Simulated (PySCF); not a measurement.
Ionisation energies (eV) were calculated with PySCF 2.14 by LDA, UHF, PBE, in another order, as differences of total energies without spin-orbit coupling. The measured values are between term centres (NIST).

| species | measured | A | B | C |
| --- | --- | --- | --- | --- |
| N (dyall-av3z, spin-free X2C) | 14.545 | 14.727 | 15.004 | 13.889 |
| F⁺ (dyall-av3z, spin-free X2C) | 34.950 | 35.413 | 35.269 | 33.376 |
| Ne (dyall-av3z, spin-free X2C) | 21.597 | 21.644 | 22.172 | 19.642 |
| Mg (dyall-av3z, spin-free X2C) | 7.646 | 7.624 | 7.732 | 6.615 |
| Al⁺ (dyall-av3z, spin-free X2C) | 18.829 | 18.790 | 18.925 | 17.551 |
| Si⁺ (dyall-av3z, spin-free X2C) | 16.322 | 16.396 | 16.356 | 15.831 |
| S (dyall-av3z, spin-free X2C) | 10.336 | 10.413 | 10.551 | 9.216 |
| Cl⁺ (dyall-av3z, spin-free X2C) | 23.771 | 23.826 | 23.963 | 22.571 |

Question: Which column is which method?

Answer: A is PBE (mean error 0.10 eV); B is LDA (mean error 0.25 eV); C is UHF (mean error -1.16 eV). PBE, with gradient corrections, lies close to experiment on average, with errors of both signs. LDA overbinds the outer electron and comes out highest. Hartree-Fock lacks the correlation of the electron removed and comes out lowest.
